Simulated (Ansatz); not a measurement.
# C2H3B: ionisation energy by level of theory

An exercise on one series of results from a longer session: the logs are not shown, and one member is left open.

Method: unrestricted cation, the program's frozen cores in correlated methods; program: Ansatz 0.2.0, Gaussian basis.

Plan: UKS PBE-D4/def2-TZVPP; UKS r2SCAN-D4/def2-TZVPP; UKS PBE0-D4/def2-TZVPP; UKS B3LYP-D4/def2-TZVPP; UKS wB97X-V/def2-TZVPP; UKS wB97M-V/def2-TZVPP; UKS B2PLYP/def2-TZVPP; UHF-CCSD(T)/def2-TZVPP; UHF-MP2/def2-QZVPP; extrapolation to the limit; then −ε(HOMO) from the neutral's earlier runs with LDA (SPW92), PBE-D4, revPBE-D4, BLYP-D4, r2SCAN-D4, B97M-V, PBE0-D4, B3LYP-D4, r2SCANh-D4, r2SCAN0-D4, HSE06-D4, BHLYP-D4, CAM-B3LYP-D4, LC-ωPBE, ωB97X-V, ωB97M-V.

## The geometry

The geometry comes from an earlier relaxation with PBE0-D4 in a triple-zeta def2 set; it is a stationary point.

SMILES `B1C=C1`, 6 atoms, charge 0, spin multiplicity 1.

Atoms are counted from 1 here; the program's logs count them from 0.

Bond lengths: B1–C2 1.467 Å, B1–C3 1.467 Å, B1–H4 1.182 Å, C2–C3 1.346 Å, C2–H5 1.081 Å, C3–H6 1.081 Å. Angles: C2–B1–C3 54.6°, C2–B1–H4 152.7°, C3–B1–H4 152.7°, B1–C2–C3 62.7°, B1–C2–H5 158.3°, C3–C2–H5 139.0°, B1–C3–C2 62.7°, B1–C3–H6 158.4°, C2–C3–H6 138.9°.

The first run:

File in.yaml:

```yaml
crystal:
  periodic: [false, false, false]
  atoms:
    - {symbol: B, position_ang: [-0.871411, 0.038415, -0.235146]}
    - {symbol: C, position_ang: [0.552788, -0.100720, -0.557709]}
    - {symbol: C, position_ang: [0.224421, 0.036744, 0.740000]}
    - {symbol: H, position_ang: [-2.013922, 0.102257, -0.530993]}
    - {symbol: H, position_ang: [1.438253, -0.222388, -1.166476]}
    - {symbol: H, position_ang: [0.711972, 0.081692, 1.704224]}
basis:
  gaussian: {orbitals: def2-TZVPP}
total_charge: 1
magnetization: {spin_polarized: true, initial_magnetization: 1}
hamiltonian: {xc: pbe, dispersion: d4}
```

Started as:

```
$ ansatz run in.yaml --threads 2 --pin off --events-out ev --progress --plain --max-ram 4352MiB
```

Steps of the session up to this table: Cation, UKS PBE-D4/def2-TZVPP; Cation, UKS r2SCAN-D4/def2-TZVPP; Cation, UKS PBE0-D4/def2-TZVPP; Cation, UKS B3LYP-D4/def2-TZVPP; Cation, UKS wB97X-V/def2-TZVPP; Cation, UKS wB97M-V/def2-TZVPP; Cation, UKS B2PLYP (frozen core)/def2-TZVPP; Cation, UHF-CCSD(T)/def2-TZVPP; Cation, UHF-MP2/def2-QZVPP.

One table of the session follows, with a row left open; its other results are not shown here.

For comparison, −ε(HOMO) of the neutral from earlier runs:

```
  functional  −ε(HOMO) (eV)
 LDA (SPW92)              ?
      PBE-D4           6.70
   revPBE-D4           6.66
     BLYP-D4           6.60
   r2SCAN-D4           6.94
      B97M-V           7.04
     PBE0-D4           8.02
    B3LYP-D4           7.82
  r2SCANh-D4           7.44
  r2SCAN0-D4           8.18
    HSE06-D4           7.62
    BHLYP-D4           9.27
CAM-B3LYP-D4           9.44
     LC-ωPBE          10.82
     ωB97X-V          10.44
     ωB97M-V          10.30
```

Q: Estimate the row for LDA (SPW92) from the others.

The run gave: −ε(HOMO) (eV): 6.80. In the column «−ε(HOMO) (eV)» it lies between PBE-D4 (6.70) and r2SCAN-D4 (6.94).
